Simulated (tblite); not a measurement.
C4H10S2.
Z-matrix (Å and degrees, GFN2-xTB geometry), rows numbered from 1:
```
C 
S   1  1.8144
C   2  1.8237  1  100.46
C   3  1.5187  2  112.92  1    74.18
C   4  1.5173  3  112.81  2    64.25
S   4  1.8381  3  108.92  2  -172.08
H   1  1.0860  2  110.30  3   -69.04
H   1  1.0862  2  109.46  3    53.18
H   1  1.0848  2  106.43  3   172.06
H   3  1.0907  2  107.96  1   -49.10
H   3  1.0907  2  104.96  1  -165.37
H   4  1.0930  3  110.13  2   -59.69
H   5  1.0870  4  110.54  3  -178.97
H   5  1.0889  4  110.43  3    60.64
H   5  1.0883  4  109.68  3   -58.75
H   6  1.3314  4   95.95  3   -67.24
```

All values are computed: GFN2-xTB (tblite) harmonic vibrations without scaling, gas phase. The method is semi-empirical: single wavenumbers can be off by several per cent or more. Modes of hydrogen on sulfur can be 10 to 20 % off. One conformer, not necessarily the lowest.

Harmonic wavenumbers (cm⁻¹): 38.7, 79.8, 139.1, 181.1, 205.0, 213.8, 246.9, 294.9, 338.1, 408.6, 680.2, 715.3, 743.2, 823.3, 837.4, 926.2, 942.0, 953.0, 1039.0, 1060.1, 1130.2, 1186.9, 1215.2, 1253.0, 1299.3, 1319.5, 1408.3, 1436.4, 1446.3, 1456.3, 1483.0, 1487.9, 2435.4, 2960.9, 2974.9, 2992.0, 3023.9, 3025.4, 3029.1, 3030.4, 3047.0, 3064.1.

A = 4300, B = 1105, C = 1018 MHz; mass 122.022 u (most abundant isotopes); point group C1, symmetry number 1.

Zero-point energy?

½Σν̃ = 28286 cm⁻¹ = 80.87 kcal/mol.

What is S at 298.15 K and 1 bar for an ideal gas of classical rigid rotors and harmonic oscillators?

Translation 40.34, rotation 28.59, vibration 25.87: S = 94.8 cal/(mol K).

And Cp and H(298.15 K) − H(0)?

Cp = 33.10 cal/(mol K), of which vibrations give 25.15 (their classical limit is 42 R = 83.5); H(298.15 K) − H(0) = 6.36 kcal/mol without the zero-point energy, 3.99 from vibrations.

Which modes carry the vibrational entropy at 298.15 K?

38.7 cm⁻¹: 5.32; 79.8 cm⁻¹: 3.90; 139.1 cm⁻¹: 2.82; 181.1 cm⁻¹: 2.32; 205.0 cm⁻¹: 2.09; 213.8 cm⁻¹: 2.01 cal/(mol K); the other 36 give 7.42 together.

Blend soft modes into free rotors: weight 1/[1 + (100 cm⁻¹/ν̃)⁴] for the oscillator and the rest for a rotor with moment μB/(μ + B), μ = h/(8π²ν), B = 10⁻⁴⁴ kg m². What vibrational entropy results?

23.75 cal/(mol K) in place of 25.87, which changes −T·S at 298.15 K by +0.63 kcal/mol.

Hindered rotation and anharmonicity are outside this model. Other conformers, if any are populated, would add a mixing term that is left out. The structure is chiral; the term R ln 2 for an equal mix with its mirror image is left out.
